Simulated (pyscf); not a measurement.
Hydrogen abstraction: H₃C–O–SiH₃ (SMILES CO[SiH3]) + H• (SMILES [H]) -> •H₂C–O–SiH₃ (SMILES [CH2]O[SiH3]) + H₂ (SMILES [H][H])

Gas phase, doublet surface, charge 0. Bonds broken: C1–H4. Bonds formed: H4–H7. Single points on ωB97X-D3(BJ)/def2-SVP structures (PySCF, gas phase).

Transition state (Å):

```xyz
10

C      0.1133    -0.6567    -0.4573
O      0.4356    -0.4733     0.8654
Si    -0.2959     0.6667     1.8555
H     -1.1224    -1.1501    -0.5539
H      0.0624     0.2711    -1.0558
H      0.7381    -1.4324    -0.9228
H     -2.0371    -1.4954    -0.5600
H      0.4559     0.6519     3.1342
H     -0.2161     2.0113     1.2104
H     -1.7277     0.3226     2.0849
```

One imaginary mode, 1422i cm⁻¹; descent along it reached the two sides named.

| bond | change | reactant side (Å) | saddle | product side |
|---|---|---|---|---|
| C1–H4 | breaks | 1.106 | 1.334 | 3.2 |
| H4–H7 | forms | 3.2 | 0.978 | 0.761 |

Electronic energies relative to the separated reactants (kcal/mol):

```json
[
 {"level": "ωB97X-D3(BJ)/def2-TZVP", "barrier": "9.1", "reaction energy": "-4.8", "reverse barrier": "13.9"},
 {"level": "PBE/def2-TZVP", "barrier": "3.1", "reaction energy": "-5.3", "reverse barrier": "8.5"},
 {"level": "r²SCAN/def2-TZVP", "barrier": "2.4", "reaction energy": "-8.6", "reverse barrier": "11.0"},
 {"level": "B3LYP-D3(BJ)/def2-TZVP", "barrier": "3.5", "reaction energy": "-8.3", "reverse barrier": "11.8"},
 {"level": "PBE0-D3(BJ)/def2-TZVP", "barrier": "6.1", "reaction energy": "-4.2", "reverse barrier": "10.3"},
 {"level": "M06-2X/def2-TZVP", "barrier": "10.6", "reaction energy": "-4.7", "reverse barrier": "15.4"},
 {"level": "ωB97M-D3(BJ)/def2-TZVP", "barrier": "9.0", "reaction energy": "-4.8", "reverse barrier": "13.9"},
 {"level": "HF/def2-TZVP", "barrier": "20.9", "reaction energy": "-3.2", "reverse barrier": "24.2"}
]
```

With ωB97M-D3(BJ)/def2-TZVP energies and thermal terms (ideal gas, 1 atm, RRHO with modes under 100 cm⁻¹ raised to 100, one conformer, R ln 2 for chiral ones without a mode under 150 cm⁻¹), in kcal/mol:

```json
[
 {"T (K)": "298", "ΔH‡": "6.4", "ΔG‡": "13.3", "ΔH": "-6.9", "ΔG": "-8.3"},
 {"T (K)": "600", "ΔH‡": "6.1", "ΔG‡": "20.5", "ΔH": "-6.3", "ΔG": "-10.0"},
 {"T (K)": "900", "ΔH‡": "6.1", "ΔG‡": "27.6", "ΔH": "-6.3", "ΔG": "-11.8"},
 {"T (K)": "1200", "ΔH‡": "6.1", "ΔG‡": "34.8", "ΔH": "-6.6", "ΔG": "-13.7"}
]
```

H₃C–O–SiH₃ lies 23.7 kcal/mol over its isomer H₃C–SiH₂–OH (electronic energy, ωB97M-D3(BJ)/def2-TZVP). •H₂C–O–SiH₃ lies 5.8 kcal/mol over its isomer H₃C–O–SiH₂• (electronic energy, ωB97M-D3(BJ)/def2-TZVP). This is the saddle that the search found; another between the same sides may lie lower. The angle at the transferred H is 176°.
